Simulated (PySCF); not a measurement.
pyrimidine, C₄H₄N₂, SMILES c1cncnc1, point group C2v.

Force field and properties: B3LYP/pcSseg-1 (PySCF, grid level 2). Vibrational terms come from second-order perturbation theory with semi-diagonal cubic constants, by steps of ±0.6 along the normal coordinates of each isotopologue. The parent has the commonest isotopes.

Equilibrium geometry (Å):

| atom | x | y | z |
| --- | --- | --- | --- |
| C1 | -1.0482 | 0.4390 | 0.0459 |
| C2 | -0.8220 | -0.9323 | 0.1115 |
| N3 | 0.4065 | -1.4548 | 0.0481 |
| C4 | 1.4092 | -0.5824 | -0.0825 |
| N5 | 1.3112 | 0.7474 | -0.1554 |
| C6 | 0.0744 | 1.2497 | -0.0900 |
| H7 | -2.0500 | 0.8554 | 0.0982 |
| H8 | -1.6457 | -1.6378 | 0.2181 |
| H9 | 2.4138 | -1.0000 | -0.1350 |
| H10 | -0.0138 | 2.3343 | -0.1489 |

(1) Give the equilibrium and ground-state rotational constants (MHz) of parent; ²H at 7.

(2) How is the parent's vibrational correction B0 − Be made up?

(3) And its quartic centrifugal distortion constants from the harmonic force field?

(4) Which nuclear quadrupole couplings χaa, χbb, χcc (MHz) does the parent show, at equilibrium and averaged?

Answers

(1) 
```json
{"species": "parent", "Ae": "6283", "Be": "6091.3", "Ce": "3092.8", "A0": "6237.8", "B0": "6052", "C0": "3070.8", "Δ0 (u Å²)": "0.050", "harmonic ZPE (cm⁻¹)": "16831"}
{"species": "²H at 7", "Ae": "6091.3", "Be": "5843.3", "Ce": "2982.4", "A0": "6051.7", "B0": "5802.6", "C0": "2961.4", "Δ0 (u Å²)": "0.049", "harmonic ZPE (cm⁻¹)": "16121"}
```

Δ0 = Ic − Ia − Ib from the ground-state constants.

(2) 
```
axis  harmonic  Coriolis  cubic  total (MHz)
   a      6.78     -4.17  -47.8        -45.2
   b      6.74     -3.42  -42.6        -39.3
   c     0.905    -0.359  -22.6          -22
```

(3) Asymmetric top, A reduction, IIIr representation: ΔJ = 1.37 kHz, ΔJK = -2.09 kHz, ΔK = 0.835 kHz, δJ = -0.0124 kHz, δK = 2.94 kHz.

(4) 14N at 3: -3.5, -0.2, 3.8 and -3.5, -0.2, 3.7; 14N at 5: -3.5, -0.2, 3.8 and -3.5, -0.2, 3.7.
